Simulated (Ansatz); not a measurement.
One change: `C/C=C/C#N` becomes `C/C=C/Cl`.

Ansatz, PBE0-D4/def2-TZVP geometries, multiplicity 1. 

```tsv
property	`C/C=C/C#N`
HOMO energy (PBE0/def2-TZVPP) / eV	-7.96
HOMO–LUMO gap (PBE/def2-TZVPP) / eV	4.55
LUMO energy (PBE0/def2-TZVPP) / eV	-1.34
HOMO energy (B3LYP/def2-TZVPP) / eV	-7.74
HOMO–LUMO gap (B3LYP/def2-TZVPP) / eV	6.18
HOMO–LUMO gap (PBE0/def2-TZVPP) / eV	6.62
```

Task: Give the same properties after the change, and the shifts. (An estimate is asked.)

Result: Computed: 
```
                             property  `C/C=C/Cl`  shift
   HOMO energy (PBE0/def2-TZVPP) / eV       -7.11   0.85
  HOMO–LUMO gap (PBE/def2-TZVPP) / eV        5.01   0.46
   LUMO energy (PBE0/def2-TZVPP) / eV        0.06   1.40
  HOMO energy (B3LYP/def2-TZVPP) / eV       -6.89   0.85
HOMO–LUMO gap (B3LYP/def2-TZVPP) / eV        6.71   0.53
 HOMO–LUMO gap (PBE0/def2-TZVPP) / eV        7.17   0.55
```

With PBE0 the HOMO rises by 0.85 eV and the LUMO rises by 1.40 eV, so the gap widens by about 0.55 eV. PBE moves the HOMO by 0.89 eV and ωB97M-V by 0.81 eV. The zero-point energy changes by -21.1 kJ/mol with -3 modes.

B3LYP here is the variant with VWN-RPA as its local correlation; programs differ in this.
